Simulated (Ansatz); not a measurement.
MgH₂⁺. Total charge 1; doublet. Geometry PBE0-D4/def2-TZVP, that of the neutral singlet; atoms count from 1.

Cartesian coordinates in Å:
```
Mg 0.0000 0.0000 0.0000
H 0.6202 1.1013 -1.1444
H -0.6202 -1.1013 1.1444
```

Q: Estimate the Mulliken populations from the PBE0/def2-TZVP orbitals of Ansatz.

A: 
```
atom  charge (e)  spin (α − β)
 Mg1        0.59          0.00
  H2        0.20          0.50
  H3        0.20          0.50
```
Mulliken values and Mayer orders depend strongly on the basis.

Q: Where does the spin sit?

A: Summed by element: Mg 0.00, H 1.00, of 1 unpaired in all. Largest on single atoms: H2 0.50, H3 0.50, Mg1 0.00.
